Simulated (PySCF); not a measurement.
Geometry:
| atom | x (Å) | y (Å) | z (Å) |
| --- | --- | --- | --- |
| C1 | 1.830 | -0.329 | 0.778 |
| C2 | 0.779 | -0.202 | 0.222 |
| C3 | -0.508 | -0.036 | -0.432 |
| O4 | -1.354 | 0.758 | 0.380 |
| H5 | 2.757 | -0.449 | 1.254 |
| H6 | -0.344 | 0.443 | -1.411 |
| H7 | -0.947 | -1.033 | -0.598 |
| H8 | -2.203 | 0.858 | -0.063 |

[PySCF 2.14: couplings computed with B3LYP/pcJ-1; GFN2-xTB geometry; GIAO PBE0/pcSseg-1 shieldings; one averaged value for each set of equivalent atoms; in vacuum; a single conformation; no relativistic terms]

List the cross peaks expected in HSQC, COSY and HMBC spectra.

Results:



HSQC (one-bond C–H):
```
          δH         δC  ¹J(C,H) (Hz)
4.79 (H6/H7)  55.5 (C3)           147
   1.85 (H5)  81.3 (C1)           265
```

COSY cross peaks (|J| ≥ 2 Hz):
```
          δH         δH  abs. J (Hz)  bonds
4.79 (H6/H7)  1.85 (H5)          3.6      4
```

HMBC (two and three bonds, |J| ≥ 2.5 Hz):
```
          δH                  δC [abs. J in Hz]
4.79 (H6/H7)   85.6 (C2) [9.3], 81.3 (C1) [4.3]
   1.85 (H5)  85.6 (C2) [52.9], 55.5 (C3) [3.6]
```

Scale: ¹H (31.72 ppm), ¹³C (186.93 ppm) against TMS (reference shieldings calculated alike).

OH and NH positions are those of a molecule without intermolecular hydrogen bonds; in solution they move with solvent, concentration and temperature, and exchange usually removes their couplings. Shifts are as computed. Against solution values, carbons near 30 ppm lie about +3 ppm off and those near 130 ppm about +5 ppm. Of 1211 compounds with measured shifts, 218 miss one by over three times the rms of a fit or turn the order of signals round; such compounds aren't used in these exercises.
